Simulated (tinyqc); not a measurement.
The basis set: RHF and MP2 along a ladder of basis sets, for H2O, spin multiplicity 1. Computed by the program tinyqc with PySCF. Same geometry throughout; the dipole is taken about the origin.

Geometry (angstrom):

| atom | x | y | z |
|---|---|---|---|
| O | 0.0000 | 0.0000 | 0.0000 |
| H | 0.0000 | 0.6990 | 0.5570 |
| H | 0.0000 | -0.6990 | 0.5570 |

RHF and frozen-core MP2 in a ladder of bases:

| basis | functions | E(RHF) (hartree) | E(MP2 corr) (hartree) | HOMO (eV) | LUMO (eV) | dipole (debye) |
|---|---|---|---|---|---|---|
| sto-3g | 7 | -74.94183 | -0.03074 | -10.834 | 18.339 | 1.819 |
| 3-21g | 13 | -75.57216 | -0.11639 | -13.172 | 7.669 | 2.442 |
| 6-31g | 13 | -75.97443 | -0.12202 | -13.774 | 5.899 | 2.628 |
| 6-31g** | 24 | -76.01645 | -0.18991 | -13.671 | 6.208 | 2.151 |
| cc-pvdz | 24 | -76.01989 | -0.19734 | -13.577 | 5.305 | 2.015 |
| aug-cc-pvdz | 41 | -76.03506 | -0.21397 | -14.032 | 0.986 | 1.971 |
| cc-pvtz | 58 | -76.05176 | -0.25714 | -13.897 | 4.019 | 1.996 |

What does the comparison show, and why?

From cc-pVDZ to cc-pVTZ the RHF energy falls by 31.9 mhartree and the correlation energy by 59.8. If valence correlation converges as X^-3, (27 E(T) - 8 E(D))/19 gives -0.2823 hartree, a rough estimate from such small X that usually falls short; STO-3G holds about 11 % of it. Beyond STO-3G the LUMO moves by 6.7 eV and the HOMO by 0.9 eV; diffuse functions lower the positive LUMO sharply, since an unbound virtual level tracks the most diffuse function.
